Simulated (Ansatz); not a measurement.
```yaml
crystal:
  periodic: [false, false, false]
  atoms:
    - {symbol: Ge, position_ang: [0.000000, 0.000000, 0.000000]}
    - {symbol: As, position_ang: [0.000000, 0.000000, 2.222700]}
basis:
  gaussian: {orbitals: def2-TZVP}
total_charge: 1
magnetization: {spin_polarized: true, initial_magnetization: 2}
hamiltonian: {xc: pbe0}
relax: {f_tol: 0.004, max_steps: 80}
```

```sh
$ ansatz run in.yaml --threads 1 --pin off --events-out ev --progress --plain --max-ram 2176MiB
```

Steps of the relaxation (energy above the last step; positions in Å, forces in eV/Å):

```
2
step 1, 240.9 meV
Ge    0.000    0.000    0.000    0.000    0.000   -2.962
As    0.000    0.000    2.223    0.000    0.000    2.962
```

```
2
step 2, 0.1 meV
Ge    0.000    0.000   -0.089    0.000    0.000   -0.058
As    0.000    0.000    2.311    0.000    0.000    0.058
```

```
2
step 3, 0.0 meV
Ge    0.000    0.000   -0.091    0.000    0.000    0.000
As    0.000    0.000    2.314    0.000    0.000    0.000
```

Close pairs at the end: Ge1–As2 2.405 Å.

A stationary point of unrestricted PBE0 after 3 steps, with ⟨S²⟩ = 2.005 against 2.00 for a pure state. 25 s on 1 thread of Intel Xeon 6975P-C, shared host.
